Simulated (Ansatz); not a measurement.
`N=CN=CF` and `C/N=C\F` differ in one atom or group.

Ansatz, PBE0-D4/def2-TZVP geometries, multiplicity 1. Each molecule was computed in one conformer, which needn't be the lowest.

| property | `N=CN=CF` |
| --- | --- |
| size of the dipole moment (ωB97M-V/def2-TZVPP) / D | 2.77 |
| HOMO energy (PBE0/def2-TZVPP) / eV | -8.27 |
| ideal-gas entropy at 298 K and 1 bar (rigid rotor, harmonic PBE0-D4/def2-TZVP) / J/(mol·K) | 310 |
| HOMO energy (PBE/def2-TZVPP) / eV | -6.66 |
| HOMO–LUMO gap (B3LYP/def2-TZVPP) / eV | 6.07 |
| size of the dipole moment (PBE/def2-TZVPP) / D | 2.60 |

Give the same properties after the change, and the shifts. (An estimate is asked.)

Computed: 
| property | `C/N=C\F` | shift |
| --- | --- | --- |
| size of the dipole moment (ωB97M-V/def2-TZVPP) / D | 0.26 | -2.51 |
| HOMO energy (PBE0/def2-TZVPP) / eV | -8.07 | 0.20 |
| ideal-gas entropy at 298 K and 1 bar (rigid rotor, harmonic PBE0-D4/def2-TZVP) / J/(mol·K) | 287 | -23 |
| HOMO energy (PBE/def2-TZVPP) / eV | -6.51 | 0.15 |
| HOMO–LUMO gap (B3LYP/def2-TZVPP) / eV | 7.64 | 1.57 |
| size of the dipole moment (PBE/def2-TZVPP) / D | 0.32 | -2.28 |

With PBE0 the HOMO rises by 0.20 eV and the LUMO rises by 1.81 eV, so the gap widens by about 1.61 eV. PBE moves the HOMO by 0.15 eV and ωB97M-V by 0.22 eV. Dipoles are sizes alone; their direction can turn. Modes under 60 cm⁻¹, often nearly free rotors, make the harmonic entropy too high.

B3LYP here is the variant with VWN-RPA as its local correlation; programs differ in this.
